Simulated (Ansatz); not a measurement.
## SbH2⁺, quintet: the ladder up to full CI

Geometry: that of the SbH2⁺, triplet, kept fixed. The singlet lies 7.5 eV lower here.

```yaml
atoms:
  - { symbol: Sb, position_ang: [0.0000, -0.0136, 0.0000] }
  - { symbol: H, position_ang: [0.0000, 0.8237, -1.4688] }
  - { symbol: H, position_ang: [0.0000, 0.8237, 1.4688] }
```

Basis def2-SVP with its core potentials; Ansatz 0.2.0. Correlated methods freeze the noble-gas cores and the filled d shells of p-block atoms, which leaves 6 electrons in 27 orbitals. Prefix R: restricted or restricted open-shell reference; prefix U: unrestricted. Active spaces: valence = (6e, 6o) chosen from the atoms' valence shells. No spin–orbit coupling is included; scalar relativity enters through the core potentials alone.

Full CI is exact within this basis and frozen core; it isn't the basis-set limit. The frozen core follows each run's orbitals, which can shift R against U totals by a few meV for light atoms and by up to 0.1 eV past Ca.

For open shells CISD and CISDTQ are restricted-active-space CI with the open shells as a complete middle space.

```
UHF ⟨S²⟩                          : 6.007
T1 diagnostic (RCCSD)             : 0.0218
largest doubles amplitude (RCCSD) : 0.101
```

```json
{"level": "RMP2", "E − E(RHF) (eV)": "-1.4573"}
{"level": "RCCSD", "E − E(RHF) (eV)": "-1.9216"}
{"level": "RCCSD(T)", "E − E(RHF) (eV)": "-1.9603"}
```

(1) Estimate how far full CI in def2-SVP lies from RCCSD(T). The table doesn't fix it; the size of (T) and the diagnostics are the guide.

(1) Full CI in def2-SVP lies 12 meV below RCCSD(T), which is 31 % of the (T) step (-39 meV). The diagnostics give no warning, yet the rest is a sizeable part of (T).

The other levels:

```tsv
level	E − E(full CI) (meV)	share of correlation (%)	wall time
CISD	49	97.51	0.57 s
BCCD(T)	13	99.34	0.69 s
RCCSDT	0	99.98	–
CISDTQ	0	99.99	6 s
RCCSDT(Q)	-1	100.07	2 s
CASSCF (valence space)	1479	25.03	–
NEVPT2 (valence space)	339	82.83	0.54 s
MRCISD (valence space)	47	97.61	–
MRCISD+Q (valence space)	-9	100.46	0.81 s
```

The correlation energy at full CI, counted from RHF, is -1.972 eV. That run took 17 s on 1 thread of Intel Xeon 6975P-C, shared host over 546,408 determinants.

Run but not shown, since their state or frozen core can't be matched to the reference's or they repeat it: UHF, UMP2, UCCSD, UCCSD(T), UCCSDT, UCCSDT(Q).

Times hold each run's SCF and search for its determinant on a shared host, so for small cases they say little of a method's own cost; they ran on 1 thread of Intel Xeon 6975P-C.

Not variational, and here over 5 meV under the exact energy: MRCISD+Q (valence space).

The full-CI state has the irrep A2 of C2v, in the program's axes.

Natural occupations of full CI about the gap: 1.936 1.017 0.992 0.990 0.979 0.033 0.009 0.009 0.008 0.007; effectively unpaired electrons, Σ n²(2−n)², 4.02.
